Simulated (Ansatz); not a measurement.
Input and output for AlH$_{6}$NSi (`[AlH2][NH][SiH3]`).

```yaml
crystal:
  periodic: [false, false, false]
  atoms:
    - {symbol: Al, position_ang: [-0.744372, 0.879581, -1.351800]}
    - {symbol: N, position_ang: [0.325698, 0.550730, 0.035093]}
    - {symbol: Si, position_ang: [0.459878, -0.875611, 0.999152]}
    - {symbol: H, position_ang: [-1.736215, -0.261164, -1.812224]}
    - {symbol: H, position_ang: [-0.632430, 2.302094, -2.037777]}
    - {symbol: H, position_ang: [0.949074, 1.301396, 0.305183]}
    - {symbol: H, position_ang: [1.826873, -1.465949, 0.942145]}
    - {symbol: H, position_ang: [-0.515352, -1.862525, 0.468837]}
    - {symbol: H, position_ang: [0.155248, -0.614854, 2.434291]}
basis:
  gaussian: {orbitals: def2-TZVP}
total_charge: 1
magnetization: {spin_polarized: true, initial_magnetization: 1}
hamiltonian: {xc: {name: SVWN5}}
output: {forces: true}
```

```sh
$ ansatz run in.yaml --threads 2 --pin off --events-out ev --progress --plain --max-ram 4352MiB
```

It prints (some lines left out):

```
Functional definition: SVWN5
930 factors; their error is unknown
mean field evaluation 1: about -15957.1140 eV, gradient 7.6e1 eV
mean field evaluation 2: about -15775.8425 eV, gradient 1.3e2 eV
mean field evaluation 4: about -15977.5319 eV, gradient 2.0e1 eV
mean field evaluation 8: about -15978.6335 eV, gradient 1.4e1 eV
mean field evaluation 16: about -15981.1340 eV, gradient 2.1e-1 eV
mean field evaluation 32: about -15981.1358 eV, gradient 2.3e-5 eV
mean field -15981.13593174 eV, -587.2959130883 hartree, gradient 1.4e-5 eV, S^2 0.752557; 3 other end points of the search recorded, 0 dependent functions left out
reference -15981.13597931 eV, -587.2959148366 hartree; 20, 19 occupied and 121, 122 virtual orbitals, 930 factors
Total energy: -15981.13597931 eV, -587.2959148366 hartree
Atom 0 at    -0.744372     0.879581    -1.351800 Å, force    -0.614319     0.151203    -0.792318 eV/Å
Atom 1 at     0.325698     0.550730     0.035093 Å, force     0.377810    -0.542727     0.685713 eV/Å
Atom 2 at     0.459878    -0.875611     0.999152 Å, force    -1.087499    -0.591075    -0.091624 eV/Å
Atom 3 at    -1.736215    -0.261164    -1.812224 Å, force    -0.018996    -0.270438    -0.121698 eV/Å
Atom 4 at    -0.632430     2.302094    -2.037777 Å, force    -0.079835     0.279519     0.030281 eV/Å
Atom 5 at     0.949074     1.301396     0.305183 Å, force     0.696945     0.558949     0.102241 eV/Å
Atom 6 at     1.826873    -1.465949     0.942145 Å, force     0.569809     0.081176    -0.040974 eV/Å
Atom 7 at    -0.515352    -1.862525     0.468837 Å, force    -0.017847     0.034366    -0.146202 eV/Å
Atom 8 at     0.155248    -0.614854     2.434291 Å, force     0.173932     0.299026     0.374581 eV/Å
Dipole moment:     0.120021     0.213562    -0.034464 e Å
```

It took 4.8 s on 2 threads of an Arm Neoverse V1 on a shared host, with 0.3 GiB of host memory at the peak.
